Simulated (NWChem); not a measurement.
Total energies of acetylene (C2H2)

```xyz
4

C      0.0000     0.0000    -0.6043
C      0.0000     0.0000     0.6043
H      0.0000     0.0000    -1.6792
H      0.0000     0.0000     1.6792
```
Charge 0, spin multiplicity 1.

The numbers come from NWChem runs, not from measurements. The geometry was optimised at PBE0/def2-SVP, a minimum by its harmonic frequencies.

Basis set: STO-3G (12 functions).

```json
[
 {"method": "RHF", "total energy (Ha)": "-75.85169"},
 {"method": "MP2", "total energy (Ha)": "-76.00364"},
 {"method": "B2PLYP", "total energy (Ha)": "-76.23851"},
 {"method": "PBE", "total energy (Ha)": "-76.25239"},
 {"method": "B3LYP", "total energy (Ha)": "-76.35591"},
 {"method": "r2SCAN", "total energy (Ha)": "-76.31127"},
 {"method": "CCSD(T)", "total energy (Ha)": "-76.02343"}
]
```

Total energies of different functionals aren't comparable as a measure of quality: only differences taken within one method are. 

The correlated methods keep 2 core orbitals frozen. B3LYP has NWChem's definition, with VWN1-RPA local correlation. Coupled-cluster values serve here as a point of comparison, not as the truth.
